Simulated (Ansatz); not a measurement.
## Ca$_{2}$Bi (I4/mmm)

All numbers below come from DFT r2SCAN, scalar-relativistic, plane waves, PAW (Ansatz).

Plane waves to 500 eV, a k mesh through Γ of 10×10×10 on the computed 6-atom cell and Gaussian smearing (0.01 eV); no spin polarisation.

The structure is relaxed at this level of theory with its symmetry kept. Whether it is the stable form of this composition wasn't checked.

It takes space group I4/mmm (No. 139, tetragonal). Conventional cell: a = 4.841 Å, b = 4.841 Å, c = 16.948 Å, α = 90.00°, β = 90.00°, γ = 90.00°. Around Ca (site symmetry mmm) lie 4 Bi at 3.35 Å and 8 Ca at 3.42 to 3.81 Å. Ca (site symmetry 4mm) is surrounded by 5 Bi at 3.22 to 3.48 Å. Bi (site symmetry 4mm) is surrounded by 9 Ca at 3.22 to 3.48 Å.

```json
{"Volume per atom": "33.10 Å³", "Formation energy from the elements' standard states (uncorrected)": "-0.932 eV/atom", "Generalised Kohn–Sham band gap": "0.15 eV, indirect from (0.167, -0.167, 0.500) to P", "Electron masses at the edge by Cartesian direction of the standard setting (m_e; degenerate bands sorted by energy; no spin-orbit coupling)": "x: 0.57; y: 0.57; z: 1.2", "Hole masses at the edge by Cartesian direction of the standard setting (m_e; degenerate bands sorted by energy; no spin-orbit coupling)": "x: 0.81; y: 0.81; z: 1.3", "Bulk modulus": "34 GPa", "Its pressure derivative": "4.1"}
```

Spin-orbit coupling is left out, which matters for the bands of heavy elements.